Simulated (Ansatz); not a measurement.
# CH₅AlS (SMILES [CH3][AlH][SH]): a rigid scan of the angle Al2–C1–H4

An exercise on one series of results from a longer session: the logs are not shown, and one member is left open.

Computed with Ansatz 0.2.0, Gaussian basis. Level: single points in def2-TZVPP.

Levels: PBE-D4, r2SCAN-D4, PBE0-D4, B3LYP-D4, wB97M-V, Hartree-Fock, MP2, CCSD, CCSD(T). The scan takes 92.7, 97.2, 101.7, 106.2, 110.7, 115.2, 119.7, 124.2, 128.7°.

Cores are frozen in the correlated methods. B3LYP uses VWN-RPA correlation.

52 further runs of the same task are left out: 52 set aside as unsound or not needed.

## Starting geometry

The minimum, relaxed at PBE0-D4: 8 atoms, charge 0, spin multiplicity 1.

Atoms are counted from 1 here; the program's logs count them from 0.

Bond lengths: C1–Al2 1.943 Å, C1–H4 1.095 Å, C1–H5 1.092 Å, C1–H6 1.095 Å, Al2–S3 2.188 Å, Al2–H7 1.585 Å, S3–H8 1.344 Å. Angles: Al2–C1–H4 110.7°, Al2–C1–H5 112.5°, Al2–C1–H6 110.8°, H4–C1–H5 107.9°, H4–C1–H6 106.6°, H5–C1–H6 108.0°, C1–Al2–S3 118.2°, C1–Al2–H7 124.4°, S3–Al2–H7 117.4°, Al2–S3–H8 93.8°.

Geometry (Å):

```csv
atom,x (Å),y (Å),z (Å)
C1,-0.7290,1.0667,-0.4179
Al2,0.5715,-0.3266,-0.0379
S3,-0.0037,-1.9332,1.3319
H4,-0.3428,2.0483,-0.1243
H5,-1.6763,0.9086,0.1024
H6,-0.9380,1.1213,-1.4912
H7,2.0302,-0.3812,-0.6543
H8,1.1803,-2.5609,1.2355
```

Energies of the minimum (eV), from earlier single points: PBE-D4 -18543.13790, r2SCAN-D4 -18551.00214, PBE0-D4 -18544.94140, B3LYP-D4 -18554.69939, wB97M-V -18551.23641, CCSD(T) -18525.94086.

At the minimum the angle Al2–C1–H4 is 110.7°.

Set-up of the first run:

Input file ccsdt-tzvpp/in.yaml:

```yaml
crystal:
  periodic: [false, false, false]
  atoms:
    - {symbol: C, position_ang: [-0.729037, 1.066682, -0.417875]}
    - {symbol: Al, position_ang: [0.887195, 0.155561, 0.160567]}
    - {symbol: S, position_ang: [0.711808, -1.377517, 1.712195]}
    - {symbol: H, position_ang: [-0.342770, 2.048268, -0.124316]}
    - {symbol: H, position_ang: [-1.676349, 0.908561, 0.102414]}
    - {symbol: H, position_ang: [-0.938042, 1.121302, -1.491202]}
    - {symbol: H, position_ang: [2.333980, 0.447205, -0.416147]}
    - {symbol: H, position_ang: [2.027683, -1.648801, 1.718747]}
basis:
  gaussian: {orbitals: def2-TZVPP}
correlation: {method: ccsd_t}
```

The command line of these runs was not kept.

Among the steps run: Al2–C1–H4 = 92.7°; Al2–C1–H4 = 97.2°; Al2–C1–H4 = 101.7°; Al2–C1–H4 = 106.2°; Al2–C1–H4 = 110.7°; Al2–C1–H4 = 115.2°; Al2–C1–H4 = 119.7°; Al2–C1–H4 = 124.2°; Al2–C1–H4 = 128.7°.

One table of the session follows, with a row left open; its other results are not shown here.

It belongs to the step «The curves». Energies less that of the minimum at the same level (kJ/mol):

| angle (°) | PBE-D4 | PBE0-D4 | B3LYP-D4 | wB97M-V | Hartree-Fock |
| --- | --- | --- | --- | --- | --- |
| 92.7 | 11.9 | 12.4 | 12.7 | 12.3 | 13.9 |
| 97.2 | ? | ? | ? | ? | ? |
| 101.7 | 3.0 | 3.1 | 3.2 | 3.1 | 3.6 |
| 106.2 | 0.7 | 0.8 | 0.8 | 0.8 | 0.9 |
| 110.7 | 0.0 | 0.0 | 0.0 | 0.0 | 0.0 |
| 110.7 (minimum) | 0.0 | 0.0 | 0.0 | 0.0 | 0.0 |
| 115.2 | 0.8 | 0.8 | 0.8 | 0.7 | 0.8 |
| 119.7 | 3.0 | 3.0 | 3.1 | 3.0 | 3.3 |
| 124.2 | 6.7 | 6.9 | 7.0 | 6.8 | 7.5 |
| 128.7 | 11.8 | 12.1 | 12.4 | 12.0 | 13.4 |

**Question.** Estimate the row for angle (°) = 97.2.

Worked estimate for «PBE-D4». A straight line through the neighbours (92.7, 11.9) and (101.7, 3.0) gives 11.9 + (3.0 − 11.9) × (97.2 − 92.7) / (101.7 − 92.7) = 7.5; a parabola fitted to 3 rows on both sides gives 6.7.

As computed: PBE-D4: 6.7; PBE0-D4: 7.0; B3LYP-D4: 7.2; wB97M-V: 6.9; Hartree-Fock: 7.9. In «PBE-D4» the line misses by +0.8 and the parabola by 0.0.
